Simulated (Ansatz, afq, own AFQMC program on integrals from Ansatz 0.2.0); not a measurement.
## Breaking Hf2–S3 in HfH4S4, singlet

```xyz
9

S    -0.4428    0.9619   -2.1897
Hf   -0.0010   -0.0036   -0.0004
S     2.3883   -0.3285    0.3222
S    -1.1811   -2.1289    0.1014
S    -0.7636    1.4846    1.7669
H    -0.5861    2.2102   -1.6819
H     2.6429   -0.2322   -1.0055
H    -0.1513   -2.7423    0.7340
H    -1.9054    0.7787    1.9530
```

Products: HfH3S3 (doublet, the lower of two spins tried; SH–Hf(–SH)–SH) and HS (doublet), each relaxed with PBE0/def2-SVP like the molecule; electronic energies without zero-point terms. Determinants: RHF, UHF and UHF in that order.

Basis def2-SVP with its core potentials. Only valence electrons are correlated. Ansatz 0.2.0 and our own AFQMC program on the same integrals; the CISD trial comes from CCSD amplitudes, and released means the phaseless constraint is let go. Uncertainties: one standard error, sampling alone. No spin–orbit coupling. The metal's outer-core s and p shells are frozen, which shifts wave-function levels against functionals. The errors of all members are added in quadrature.

No full CI on the walks' own integrals is used here. The released AFQMC energy serves as the reference, which it does only where one determinant dominates, the energy is flat over the last release times and near the phaseless one (40 meV or 2 meV an electron, half that with transition metals). On small molecules, where full CI could be run and the noise was under 10 meV, such values lay within 10 meV of it in 19 cases of 20, a flattering rate, since the rule was set on those same cases; what remains of the bias isn't in the error bar. Each member takes its own surest rung, up to full CI.

The best estimate is CCSD(T) at the basis-set limit (CBS: def2-TZVPP and def2-QZVPP, with their diffuse functions for anions and beside diffuse sets, CCSD(T) itself extrapolated) plus the step from CCSD(T) to AFQMC with the constraint released in def2-SVP. Rows without CBS are in def2-SVP, the functionals in def2-TZVP; B2PLYP and the wave-function rows carry a basis error of their own. Core correlation and relativity beyond core potentials are missing, and ± holds the sampling alone.

Cautions: no spin-orbit coupling; outer-core shells of the metal frozen; HfH₄S₄ (singlet): the released value is read at 0.80 1/Eh with a noise of 11 meV, more than in the cases checked, later times being too noisy (meV from the phaseless value at times in 1/Eh: -9 ± 15 at 0.24, -10 ± 12 at 0.48, -14 ± 11 at 0.80, -6 ± 20 at 1.20), released reference can be 30 meV off for metals; HfH₃S₃ (doublet): the released value is read at 1.20 1/Eh with a noise of 13 meV, more than in the cases checked (meV from the phaseless value at times in 1/Eh: -8 ± 9 at 0.24, -28 ± 10 at 0.48, -5 ± 10 at 0.80, -15 ± 13 at 1.20), released reference can be 30 meV off for metals; HS (doublet): full CI with its own frozen core.

Best estimate: 4.189 ± 0.017 eV.

```
         level  bond energy (eV)  error against the best estimate (eV)
            HF             2.789                        -1.401 ± 0.017
           MP2             4.137                        -0.053 ± 0.017
          CCSD             3.791                        -0.398 ± 0.017
       CCSD(T)             3.934                        -0.256 ± 0.017
 ph-AFQMC/CISD     3.959 ± 0.011                        -0.231 ± 0.020
released AFQMC     3.963 ± 0.018                                -0.227
        HF/CBS             2.828                        -1.361 ± 0.017
       MP2/CBS             4.419                         0.230 ± 0.017
   CCSD(T)/CBS             4.168                        -0.021 ± 0.017
           PBE             4.141                        -0.048 ± 0.017
        r2SCAN             4.094                        -0.096 ± 0.017
          PBE0             4.048                        -0.141 ± 0.017
         B3LYP             3.889                        -0.300 ± 0.017
       wB97M-V             4.181                        -0.008 ± 0.017
        B2PLYP             4.044                        -0.145 ± 0.017
```

Correlation beyond CCSD(T) changes it by less than twice the noise. Going to the basis-set limit adds 0.235 eV at CCSD(T). The perturbative (T) step is worth +0.142 eV.

Best estimates are given only where the step beyond CCSD(T) is under 0.3 eV and no member's determinant is very poor (T1 over 0.05, or 0.07 for open shells, ⟨S²⟩ too high by 0.3, two states mixed), so the hardest cases are missing from such tables.

The functionals ran in a triple-zeta set and keep a basis error of their own, a few kJ/mol for each bond in atomization energies and more for double hybrids, so close places among them and the extrapolated levels can swap.

Each member of a difference takes its own highest rung, so a best estimate needn't equal the limit plus the step of one row. Released energies are given only where the last usable release times agree within the noise; a slower fall can still hide under it. The exponents were fitted on light atoms, and def2 sets of heavy atoms don't grow evenly, so the limit is rough here.
